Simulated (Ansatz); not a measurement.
## How far each method lies from full CI for CH, quartet

Geometry: that of the CH, doublet, kept fixed. The doublet lies 0.7 eV lower here.

```xyz
2

C     0.0000    0.0000    0.0000
H     0.0000    0.0000    1.1225
```

Basis cc-pVTZ; Ansatz 0.2.0. Correlated methods freeze the noble-gas cores, which leaves 5 electrons in 43 orbitals. R marks a restricted (for open shells ROHF) determinant, U an unrestricted one. Active spaces: valence = (5e, 5o) chosen from the atoms' valence shells.

Full CI is exact within this basis and frozen core; it isn't the basis-set limit. The frozen core follows each run's orbitals, which can shift R against U totals by a few meV.

For open shells CISD is restricted-active-space CI with the open shells as a complete middle space.

```
UHF ⟨S²⟩                          : 3.754
T1 diagnostic (RCCSD)             : 0.0215
largest doubles amplitude (RCCSD) : 0.039
T1 diagnostic (UCCSD)             : 0.0210
```

| level | E − E(full CI) (kJ/mol) | share of correlation (%) | wall time |
| --- | --- | --- | --- |
| RHF | 260.6 | 0.00 | – |
| UHF | 256.1 | 1.74 | – |
| RMP2 | 48.9 | 81.24 | – |
| UMP2 | 49.2 | 81.11 | – |
| CISD | 7.7 | 97.03 | 0.96 s |
| RCCSD | 7.5 | 97.13 | – |
| UCCSD | 7.3 | 97.19 | – |
| RCCSD(T) | 1.2 | 99.52 | 0.54 s |
| UCCSD(T) | 1.1 | 99.57 | 0.54 s |
| BCCD(T) | 1.2 | 99.53 | 0.75 s |
| RCCSDT | 0.1 | 99.97 | – |
| UCCSDT | -0.1 | 100.03 | – |
| RCCSDT(Q) | -0.1 | 100.02 | 8.5 s |
| UCCSDT(Q) | -0.2 | 100.07 | 7.5 s |
| CASSCF (valence space) | 210.0 | 19.40 | – |
| NEVPT2 (valence space) | 49.1 | 81.16 | 0.27 s |
| MRCISD (valence space) | 10.6 | 95.94 | – |
| MRCISD+Q (valence space) | 4.4 | 98.32 | 0.6 s |

The correlation energy at full CI, counted from RHF, is -2.701 eV. That run took 69 s on 1 thread of Arm Neoverse V1, shared host over 1,326,860 determinants.

Times hold each run's SCF and search for its determinant on a shared host, so for small cases they say little of a method's own cost; they ran on 1 thread of Arm Neoverse V1.

The full-CI state has the irrep A2 of C2v, in the program's axes (one component, if the state is degenerate).

Natural occupations of full CI about the gap: 1.954 0.994 0.990 0.990 0.022 0.007 0.007 0.006 0.006 0.006; effectively unpaired electrons, Σ n²(2−n)², 3.01.
